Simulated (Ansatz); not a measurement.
Process, species as SMILES: O (H2O) → [OH] (OH) + H atom
B3LYP-D3(BJ)/def2-TZVP geometries, fixed; electronic energies without zero-point terms.

Effect of the final integration grid (spheres per factor e of radius in core and valence, angular degree) at PBE/cc-pVTZ with Ansatz (an electronic-structure program), against the last row, where the bond dissociation energy is 123.05 kcal/mol. Open shells are unrestricted. The default's grid is 13, 11, 36.

| setting | largest shift of a total energy (mEh) | shift of the bond dissociation energy (kcal/mol) |
|---|---|---|
| accuracy: medium (default) | 0.000 | 0.000 |
| final_grid: 4, 3, 11 | -1.042 | 0.702 |
| final_grid: 6, 5, 17 | 0.016 | 0.006 |
| final_grid: 8, 7, 23 | 0.003 | -0.001 |
| final_grid: 10, 9, 29 | 0.000 | 0.000 |
| final_grid: 18, 15, 47 | 0.000 | 0.000 |
| final_grid: 26, 22, 59 | 0.000 | 0.000 |

Within 0.05 kcal/mol in the bond dissociation energy: accuracy: medium (default); final_grid: 6, 5, 17; final_grid: 8, 7, 23; final_grid: 10, 9, 29; final_grid: 18, 15, 47. The largest shift is 1.042 mEh in a total energy and 0.702 kcal/mol in the difference.
